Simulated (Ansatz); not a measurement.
**ZnS, singlet: reading a ladder of total energies**

Geometry: a PBE0/def2-TZVP stationary point for this spin.

```
atom   x (Å)   y (Å)   z (Å)
  Zn  0.0000  0.0000  0.0000
   S  0.0000  0.0000  2.0560
```

Basis def2-SVP; Ansatz 0.2.0. Only valence electrons are correlated (noble-gas cores frozen), which leaves 18 electrons in 35 orbitals. R marks a restricted (for open shells ROHF) determinant. No spin–orbit coupling is included, and no scalar relativity. The metal's outer-core shells are frozen, which leaves out core–valence correlation.

Full CI isn't at hand for all of this; RCCSDTQ serves as the reference, and is uncertain by about the last step of the cluster series.

Runs differ by some tens of microhartree through their thresholds, so steps under 0.03 kcal/mol mean nothing.

| level | total energy (hartree) |
| --- | --- |
| RHF | -2174.908602 |
| RMP2 | -2175.329741 |
| RCCSD | -2175.322240 |
| RCCSD(T) | -2175.337855 |
| RCCSDT | -2175.337836 |
| RCCSDT(Q) | -2175.337806 |
| RCCSDTQ | -2175.337885 |

Q: What is the correlation energy at RCCSDTQ, and what share of it do RMP2 and RCCSDT(Q) recover?

A: E(corr) = -2175.337885 − (-2174.908602) = -0.429283 hartree = -11.681 eV. RMP2: -0.421139 / -0.429283 = 98.10 %. RCCSDT(Q): -0.429204 / -0.429283 = 99.98 %.

Q: By how many kcal/mol does RCCSD(T) miss RCCSDTQ (1 hartree = 627.509 kcal/mol), and which steps make up the rest?

A: -2175.337855 − (-2175.337885) = 0.000030 hartree = 0.02 kcal/mol. Steps: RCCSDT − RCCSD(T) = 0.01, RCCSDT(Q) − RCCSDT = 0.02, RCCSDTQ − RCCSDT(Q) = -0.05 kcal/mol. That is within 1 kcal/mol of the reference in this basis, which itself misses far more of the correlation at the basis-set limit.
